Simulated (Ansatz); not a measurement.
## Worked example: the enthalpy of formation of BCl2 (SMILES Cl[B]Cl)

BCl2: 3 atoms, total charge 0, spin state doublet. As SMILES, `Cl[B]Cl`. Geometry: relaxed at PBE0-D4/def2-TZVP.

```csv
atom,x (Å),y (Å),z (Å)
Cl,0.3715,-1.5256,0.0300
B,-0.4639,-0.0503,-0.2569
Cl,0.0815,1.5111,0.2137
```

Total energies at UMP2/def2-SVP, 11 core orbitals frozen (Ansatz 0.2.0); the atoms run unrestricted:

```
species    state  energy (Eh)
   BCl2  doublet  -943.720670
     Cl  doublet  -459.428240
      B  doublet   -24.536427
```

Harmonic wavenumbers at UPBE0-D4/def2-TZVP, in cm⁻¹: 282, 706, 1009.

Measured heats of formation of the gaseous atoms at 298.15 K, in kJ/mol: Cl 121.3, B 570.3. Spin-orbit lowering of the atoms at 298 K (mean of the ground term's levels less their thermal mean, from spectra), in kJ/mol: Cl 3.44, B 0.00. Take 1 Eh = 2625.50 kJ/mol, 1 cm⁻¹ = 0.0119627 kJ/mol, RT = 2.479 kJ/mol.

Problem. What heat of formation follows?

Solution. 
1. Electronic atomisation energy: 2 × (-459.428240) + (-24.536427) − (-943.720670) = 0.327763 Eh = 860.5 kJ/mol.
2. Zero-point energy: half the sum of the wavenumbers, 998.5 cm⁻¹ = 11.9 kJ/mol.
3. Thermal vibrational enthalpy, Σ hcν̃/(exp(hcν̃/kT) − 1): 1.5 kJ/mol. Translation, rotation and pV of a non-linear molecule: 4 RT = 9.9 kJ/mol.
4. The 3 free atoms carry 5/2 RT each: 18.6 kJ/mol.
5. Spin-orbit coupling lowers the free atoms by 2 × 3.44 + 0.00 = 6.9 kJ/mol.
6. Atomisation enthalpy at 298 K: 860.5 − 6.9 − 11.9 − 1.5 − 9.9 + 18.6 = 848.9 kJ/mol.
7. Sum of the atoms' heats of formation: 812.9 kJ/mol. Heat of formation: 812.9 − 848.9 = -36.0 kJ/mol.

No measured value is set beside it here. A double-zeta basis underbinds. Anharmonicity and any spin-orbit splitting of the molecule are left out, and so is core correlation.
